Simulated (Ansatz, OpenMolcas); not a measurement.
# How basis sets differ on CH3Al (SMILES C[Al])

CH3Al: 5 atoms, total charge 0, spin state singlet. SMILES: `C[Al]`. The coordinates come from a PBE0-D4/def2-TZVP relaxation.

```xyz
5

C     0.0000    0.0000    0.0000
Al    0.0000    0.0000    1.9881
H     1.0196    0.0000   -0.4075
H    -0.5098   -0.8830   -0.4075
H    -0.5098    0.8830   -0.4075
```

Each level gives the HOMO–LUMO gap (eV). The values are calculated.

| level | kind | program | value (eV) |
| --- | --- | --- | --- |
| HF/ANO-L-MB | Hartree–Fock | OpenMolcas | 8.90 |
| HF/ANO-R0 (sfX2C) | Hartree–Fock | OpenMolcas | 9.35 |
| HF/STO-3G | Hartree–Fock | Ansatz | 13.83 |
| HF/3-21G | Hartree–Fock | Ansatz | 8.81 |
| HF/cc-pVTZ | Hartree–Fock | Ansatz | 8.80 |

The values span 8.80 to 13.83 eV. A Hartree–Fock LUMO above zero doesn't converge with the basis: it sinks as sets grow more diffuse. Orbital gaps aren't excitation energies.
